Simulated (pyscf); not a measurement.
cyclic H₁₄Si₉ (SMILES [SiH2]1[SiH]2[SiH2][SiH]3[SiH2][SiH]1[SiH2][SiH]3[SiH2]2) → cyclic H₁₂Si₉ (SMILES [SiH2]1[Si]2=[Si]3[SiH2][SiH]1[SiH2][SiH]([SiH2]2)[SiH2]3) + hydrogen (H₂), an elimination (singlet surface; H–Si, H–Si broken, H–H formed). Structures and frequencies: ωB97X-D3(BJ)/def2-SVP in PySCF. Energies in kcal/mol from the reactant's lowest minimum found.

Small-basis levels: PySCF, no dispersion term, spherical d functions. AM1 to PM7: differences of heats of formation from MOPAC, which are fitted to 298 K values and so differ in kind from electronic energies by zero-point and thermal terms. GFN2-xTB: tblite. Cost: rough CPU time at the saddle relative to B3LYP/6-31G*, from one job on a shared machine.

```csv
level,barrier,reaction energy,cost
HF/6-31G*,102.7,+70.7,0.2
SVWN5/6-31G*,63.9,+56.0,1
B3LYP/STO-3G,139.0,+100.1,0.6
B3LYP/3-21G,86.3,+56.2,0.7
B3LYP/LANL2DZ,92.3,+59.2,0.4
B3LYP/6-31G*,79.2,+55.2,1
M06-2X/6-31G*,77.6,+57.7,2
B3LYP/6-311+G**,74.9,+54.0,2
B3LYP/def2-SVP,74.9,+57.0,1
GFN2-xTB,93.1,+66.3,under 0.02
AM1,87.1,+51.0,under 0.02
PM3,35.2,+35.7,under 0.02
ωB97M-D3(BJ)/def2-TZVP,70.6,+56.0,–
```

Against the last row the barrier runs from -35.4 (PM3) to +68.4 kcal/mol (B3LYP/STO-3G). At PM3 this geometry lies under one side, so the entry may be no barrier of that level: it is a single point on another level's saddle. ωB97M-D3(BJ)/def2-TZVP has limits of its own. At the saddle there is also a short H–Si contact that neither side keeps. This is the saddle that the search found; another between the same sides may lie lower. One closed-shell reference is unstable to symmetry breaking; treat the single-reference values with care. The nine-atom cage is a hydrogen-capped model of the (100) dimer, relaxed without constraints.
